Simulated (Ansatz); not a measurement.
# AlCN+ (doublet): wave-function methods side by side, def2-QZVPP

The task here is to estimate one member of a computed series from the others.

Method: def2-QZVPP, core rule «outside noble gas», up to 7 orbitals frozen; program: Ansatz 0.2.0, Gaussian basis.

To be run: UHF; ROHF; CCSD(T) on UHF.

2 further runs of the same task are left out: 2 set aside as unsound or not needed.

### The geometry

The geometry is a PBE0/def2-TZVP stationary point (not a proven minimum) of the parent state, kept for this charge and spin.

3 atoms, charge 1, spin multiplicity 2.

Atoms are counted from 1 here; the program's logs count them from 0.

Bond lengths: Al1–C2 2.025 Å, C2–N3 1.157 Å. Angles: Al1–C2–N3 180.0°.

The first run:

Input file in.yaml:

```yaml
crystal:
  periodic: [false, false, false]
  atoms:
    - {symbol: Al, position_ang: [0.000000, 0.000000, 1.735900]}
    - {symbol: C, position_ang: [0.000000, 0.000000, -0.289400]}
    - {symbol: N, position_ang: [0.000000, 0.000000, -1.446500]}
basis:
  gaussian: {orbitals: "def2-QZVPP.json"}
total_charge: 1
magnetization: {spin_polarized: true, initial_magnetization: 1}
hamiltonian: {xc: hf}
output: {orbitals: {seedname: orbitals}}
```

Command:

```console
ansatz run in.yaml --threads 1 --pin off --events-out ev --progress --plain --max-ram 2393MiB
```

Among the steps run: UHF; ROHF; CCSD(T) on UHF.

One of the session's tables, all rows but one given; the rest of the session is left out.

| method | from UCCSD(T) (meV) |
| --- | --- |
| ROHF | ? |
| UHF | +10884.3 |
| UMP2 | +1003.0 |
| UCCSD | +618.1 |
| UCCSD(T) | 0 |

Q: Estimate the row for ROHF from the others.

**Answer.** from UCCSD(T) (meV): +10969.2. In the column «from UCCSD(T) (meV)» it is the highest.
